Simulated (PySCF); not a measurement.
Spin-rotation constants: `CC[PH+]1C=C1`, [C4H8P]+, charge +1

Cartesian coordinates in Å; atom numbers follow the order of the lines, from 1:
```xyz
13

C    -1.5261   -0.5155    0.4341
C    -0.9970    0.6744   -0.3525
P     0.8019    0.6879   -0.4851
C     1.8655   -0.0749    0.6839
C     1.7879   -0.7627   -0.4441
H    -2.6223   -0.4537    0.4782
H    -1.1518   -0.5243    1.4683
H    -1.2661   -1.4722   -0.0418
H    -1.2698    1.6409    0.1069
H    -1.3749    0.6979   -1.3899
H     1.2982    1.8032   -1.1934
H     2.3217   -0.0399    1.6757
H     2.1403   -1.6563   -0.9642
```

Total charge +1.

Method: GIAO B3LYP/aug-cc-pVDZ magnetisability, rotational g tensor and spin-rotation constants, non-relativistic, gas phase in PySCF. Geometry: PBE0-D3(BJ)/def2-SVP.

For an ion the centre-of-mass motion in the field is neglected.

(1) Give the nuclear spin-rotation constants along the inertial axes (H = +C I·J) beside the isotropic shieldings.

## Answers

(1) Rotational constants 7.5529, 2.9921, 2.5431 GHz. A star marks the isotopologue with that one atom substituted, in its own axes.
```tsv
atom	isotope	Caa (kHz)	Cbb (kHz)	Ccc (kHz)	mean (kHz)	σ (ppm)
P3	31P	4.681	2.994	3.732	3.802	538.7
H6	1H	0.129	-0.373	-0.324	-0.189	29.6
H7	1H	-0.821	-0.288	-0.127	-0.412	30.7
H8	1H	-0.822	-0.286	-0.129	-0.412	30.7
H9	1H	-0.700	-0.287	-0.108	-0.365	28.6
H10	1H	-0.706	-0.290	-0.103	-0.366	28.6
H11	1H	-0.846	0.059	-0.282	-0.356	25.9
H12	1H	-0.620	-0.198	0.024	-0.265	22.6
H13	1H	-0.609	-0.205	0.026	-0.263	22.6
C1	13C*	0.902	0.359	0.259	0.507	183.2
C2	13C*	0.970	0.316	0.403	0.563	171.9
C4	13C*	1.863	0.932	0.765	1.187	68.1
```
For the geometry as given, no vibrational averaging.
